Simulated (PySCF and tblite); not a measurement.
C₄H₆O, numbered as in [CH2:1]=[CH:2][O:3][CH:4]=[CH2:5]. Conformers came from 90 starts (ETKDG and KDG, MMFF94s, GFN2-xTB); geometries are PBE0-D3(BJ)/def2-SVP. Free energies are PBE0-D3(BJ)/def2-TZVP (IEF-PCM, methanol) single points with GFN2-xTB rigid-rotor and vibrational terms (modes under about 100 cm⁻¹ blended into free rotors). Symmetry numbers and mirror images are counted. Conformers within 3 kcal/mol (GFN2-xTB free energy) were kept, 4 at most. GIAO shieldings: PBE0/pcSseg-1 (IEF-PCM, methanol). Couplings: B3LYP/pcJ-1 (gas phase; spin-dipole term only for pairs with B, N, F, Si or P). Shifts are against TMS (¹H), TMS (¹³C) at the same level. Codes: tblite and PySCF.

Torsions listed: C1–C2–O3–C4, C2–O3–C4–C5. Of a mirror pair one member is shown.

Two conformers hold nearly all the population. I: 18°, -152°; δ(C1/C5) = 98.70 ppm. II: -179°, 179°; δ(C1/C5) = 95.23 ppm. The average over the ensemble at 298.15 K is 96.97 ppm.

Task: What populations and free-energy difference follow from a two-state model?

Result: p(I) = (96.97 − 95.23)/(98.70 − 95.23) = 0.50, so K = p(II)/p(I) = 0.99 and G(II) − G(I) = −RT ln K = 0.00 kcal/mol. One of the two counts twice, as a mirror pair, which this difference holds. The weights computed directly are 50.1 % and 49.8 %, with 0.1 % in minor conformers.
